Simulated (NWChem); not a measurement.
**Total energies of nitrogen trifluoride (F3N)**

```xyz
4

F      0.6162    -0.1189     1.0658
N     -0.0032     0.4745     0.0000
F      0.6162    -0.1189    -1.0658
F     -1.2298    -0.1314     0.0000
```
Charge 0, spin multiplicity 1.

Program: NWChem. All single points use one geometry, from B3LYP/def2-SVP, a minimum by its harmonic frequencies.

Basis set: def2-TZVP (124 functions).

```tsv
method	total energy (Ha)	relative cost
RHF	-352.69695	1
MP2	-353.65739	under 3
B2PLYP	-354.04744	under 3
PBE	-353.92926	under 3
B3LYP	-354.24439	under 3
BP86	-354.26165	under 3
```

Total energies of different functionals aren't comparable as a measure of quality: only differences taken within one method are. Costs are rough ratios of processor time within this set of runs, SCF included, with RHF as 1.

The correlated methods keep 4 core orbitals frozen. B3LYP has NWChem's definition, with VWN1-RPA local correlation.
